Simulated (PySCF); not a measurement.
# Basis-set dependence of SiO at PBE

PySCF, UKS reference; singlet, unpaired electrons none; De to Si + O without counterpoise correction.

| basis | relativity | functions | Re (Å) | ωe (cm⁻¹) | De (eV) | μ (D) |
| --- | --- | --- | --- | --- | --- | --- |
| def2-SVP | no relativity | 32 | 1.545 | 1182 | 8.30 | -2.41 |
| 6-311G(d,p) | no relativity | 44 | 1.538 | 1187 | 8.22 | -2.61 |
| aug-cc-pV(D+d)Z/aug-cc-pVDZ | no relativity | 55 | 1.544 | 1151 | 8.27 | -2.94 |
| def2-TZVPP | no relativity | 73 | 1.529 | 1197 | 8.49 | -2.84 |
| def2-TZVPPD | no relativity | 88 | 1.529 | 1195 | 8.50 | -2.94 |

(1) How does each smaller set differ from the one with most functions, def2-TZVPPD?

A positive dipole means Si(−)O(+). 

Results:

(1) def2-SVP: +1.6 pm, -1.1 % in ωe, -0.20 eV in De; 6-311G(d,p): +0.9 pm, -0.7 % in ωe, -0.28 eV in De; aug-cc-pV(D+d)Z/aug-cc-pVDZ: +1.5 pm, -3.7 % in ωe, -0.23 eV in De; def2-TZVPP: +0.0 pm, +0.2 % in ωe, -0.01 eV in De. All at PBE; the set with most functions is neither the basis-set limit nor always the best.
